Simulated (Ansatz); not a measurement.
**bcc Y (model structure)**

Method: LDA (Ansatz, a first-principles code, plane waves, PAW).

Run with plane-wave cutoff 500 eV, 26×26×26 k mesh, Fermi–Dirac smearing 0.1 eV, scalar-relativistic PAW data made under PBE.

Cell (relaxed at this level):

```cif
data_Y2
_chemical_formula_sum 'Y2'
_space_group_name_H-M_alt 'Im-3m'
_space_group_IT_number 229
_space_group_name_Hall '-I 4 2 3'
_cell_length_a 3.91470
_cell_length_b 3.91470
_cell_length_c 3.91470
_cell_angle_alpha 90.000
_cell_angle_beta 90.000
_cell_angle_gamma 90.000
loop_
_atom_site_label
_atom_site_type_symbol
_atom_site_symmetry_multiplicity
_atom_site_Wyckoff_symbol
_atom_site_fract_x
_atom_site_fract_y
_atom_site_fract_z
_atom_site_occupancy
Y1 Y 2 a 0.00000 0.00000 0.00000 1
```
(The calculation used a cell of 1 atom; values per cell refer to that cell.)

```
Quantity         Result
--------  -------------
band gap  zero (no gap)
```

Note: the relaxation could raise the start's symmetry but not lower it, so the cell can be a saddle point.

Spin–orbit coupling is not included.

Static lattice: no zero-point or thermal effects.

Computing time: very roughly 50 core-seconds.

A model structure was made by putting elements into a prototype or built by hand; it is no filed structure, need not be a known phase, and can be a saddle point held by its symmetry.
